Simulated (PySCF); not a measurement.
O₂, SMILES O=O (connectivity only; charge and spin as stated), charge -1, multiplicity 2. Atoms are numbered in the order given.

```xyz
2

O      0.0000     0.0000    -0.6761
O      0.0000     0.0000     0.6761
```
Charge -1, spin multiplicity 2.

Geometry: PBE-D3(BJ)/def2-TZVPD.

The numbers are results of PBE0/pcH-1 (PySCF), not measurements.

Unrestricted Kohn–Sham, ⟨S²⟩ = 0.754. Hyperfine tensors hold the contact and dipolar terms, without spin-orbit corrections.

Problem. Estimate the hyperfine couplings. (The exact figures need the calculation; the answer reports its results.)

Solution. 
```csv
nucleus,A(iso) (MHz),A(iso) (G),dipolar principal values (MHz)
17O no. 1,-36.2,-12.9,"-172.3, 85.4, 86.9"
17O no. 2,-36.2,-12.9,"-172.3, 85.4, 86.9"
```
